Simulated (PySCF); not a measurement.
Gas-phase reaction: H₂CSiH₂ + C₂H₆ → (CH₃)₃SiH

Method: PySCF energies (xtb for GFN2) plus ideal-gas RRHO corrections (1 bar). † marks an energy on the PBE0/def2-TZVP geometry and frequencies; other levels use their own. 6-31G* has spherical d functions here. All species are closed-shell singlets. B3LYP is the form with VWN-RPA correlation. H₂CSiH₂: computed as isolated molecules; such fragments, hydroxides, amides, oligomers or adducts are transient or little studied in the gas. The harmonic model lacks anharmonicity and excited electronic states, which grow with temperature; levels with a mode under 35 cm⁻¹ are left out. Internal rotation in C₂H₆, (CH₃)₃SiH is treated as a harmonic vibration of one conformer, which makes the entropy rough.

| level | ΔE electronic, kJ | ΔH°(298 K), kJ | ΔS°(298 K), J/K | ΔG°(1000 K), kJ |
|---|---|---|---|---|
| B3LYP/6-31G* | -244 | -234 | -141 | -100 |
| GFN2-xTB | -156 | -143 | -136 | -12 |
| HF/6-31G* | -264 | -255 | -142 | -120 |
| HF/def2-TZVP† | -260 | -251 | -141 | -117 |
| PBE0/def2-SVP† | -269 | -261 | -141 | -126 |
| r2SCAN/def2-TZVP† | -273 | -264 | -141 | -130 |
ΔH° is lowest at r2SCAN/def2-TZVP† and highest at GFN2-xTB. No reference value is set beside these.
